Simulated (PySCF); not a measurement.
Gas-phase reaction: (CH₃)₂SiH₂ + SiF₂ + C₄H₁₀ (n-butane) ⇌ 2 (CH₃)₃SiF

Computed with PySCF and rigid-rotor harmonic-oscillator thermochemistry at 1 bar. S°(298 K) at PBE0/def2-TZVP differs from the NASA 1993 table for C₄H₁₀ (n-butane) (-9 J/mol/K); whether the harmonic model or the table's entry is off was not settled. † marks an energy on the PBE0/def2-TZVP geometry and frequencies; other levels use their own. MP2 and CCSD(T) freeze the core. 6-31G* has spherical d functions here. All species are closed-shell singlets. B3LYP is the form with VWN-RPA correlation. MP2 isn't extrapolated to the basis-set limit; its ΔH°(298 K) is -266.8 kJ in def2-SVP and -304.6 kJ in def2-TZVPP. CCSD(T) isn't extrapolated to the basis-set limit. The harmonic model lacks anharmonicity and excited electronic states, which grow with temperature; levels with a mode under 35 cm⁻¹ are left out. Internal rotation in (CH₃)₂SiH₂, C₄H₁₀ (n-butane), (CH₃)₃SiF is treated as a harmonic vibration of one conformer, which makes the entropy rough.

| level | ΔE electronic, kJ | ΔH°(298 K), kJ | ΔS°(298 K), J/K | ΔG°(1400 K), kJ |
|---|---|---|---|---|
| B3LYP/6-31G* | -263 | -259 | -150 | -77 |
| B3LYP/def2-TZVP† | -267 | -265 | -149 | -86 |
| BLYP/def2-TZVP† | -246 | -244 | -149 | -65 |
| CCSD(T)/def2-SVP† | -244 | -242 | -149 | -63 |
| MP2/def2-SVP† | -269 | -267 | -149 | -88 |
| PBE/def2-SVP | -266 | -263 | -147 | -88 |
| PBE/def2-TZVP† | -276 | -274 | -149 | -95 |
| LDA/def2-TZVP† | -306 | -304 | -149 | -125 |
| ωB97M-V/def2-TZVP† | -291 | -289 | -149 | -110 |
ΔH° is lowest at LDA/def2-TZVP† and highest at CCSD(T)/def2-SVP†. No reference value is set beside these.
